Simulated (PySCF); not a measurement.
# Adding and removing an electron: Cl2

PBE; PySCF, no relativity, basis sets Cl 6-31G(d,p). Neutral (UKS): singlet (closed shell), Re = 2.043 Å, ωe = 510 cm⁻¹, De = 2.51 eV, HOMO -7.36 eV, LUMO -4.70 eV.

Cl₂⁺ (UKS): doublet (π ↑), Re = 1.947 Å, ωe = 591 cm⁻¹, De = 4.18 eV to Cl⁺ + Cl. The energies at the minima are -919.93922 hartree for Cl2 and -919.52496 for Cl₂⁺.

Q: Work out the adiabatic ionisation energy, without and with harmonic zero-point energies (1 hartree = 27.2114 eV, 1 eV = 8065.5 cm⁻¹), and the change of the bond length.

A: At PBE: 0.41426 hartree = 11.273 eV between the minima; the zero-point term (591.0 − 510.0)/2 cm⁻¹ = +0.005 eV makes it 11.278 eV. Re changes by -9.6 pm against the neutral. Minus the HOMO energy is 7.36 eV, -3.91 eV from the value between the minima; self-interaction puts the Kohn–Sham level too high, less so with exact exchange. The electron leaves a π orbital, and the shorter bond of the ion fits an antibonding orbital, or a change in how ionic the bond is.

States were picked by a PBE0 search and need not be the measured ground states.
